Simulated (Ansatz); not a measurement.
Molecule: C4H5 (charge -1, singlet). It need not be the lowest isomer of its formula. Whether it binds its extra electron was not tested at this geometry. 
Structure (B3LYP-D3(BJ)/def2-TZVP (Ansatz, an electronic-structure program) minimum search):
```
C
H 1 1.0876
C 1 1.4792 2 131.28
H 3 1.0914 1 119.27 2 14.65
H 3 1.1048 4 112.55 1 143.47
C 1 1.4792 2 131.28 3 169.90
H 6 1.0914 1 119.27 2 -14.65
H 6 1.1048 7 112.55 1 -143.47
C 1 1.5311 2 129.75 6 -84.95
```
Charge -1, spin multiplicity 1.

Parts of the frozen-core correlation energy in cc-pVTZ (Ansatz, hartree). Frozen orbitals: 4; correlated occupied orbitals by spin: 11 and 11; virtual: 175 and 175. Spin-orbit coupling is left out. Non-relativistic.

```csv
term,value
reference (HF),-154.25746
MP2 opposite-spin,?
MP2 same-spin,-0.16693
CCSD correlation,?
(T),?
T1 diagnostic,0.010
largest doubles amplitude,0.044
```

Problem. What belongs in the gaps?

Solution. 
- MP2 opposite-spin, value: -0.51723
- CCSD correlation, value: -0.70445
- (T), value: -0.03516
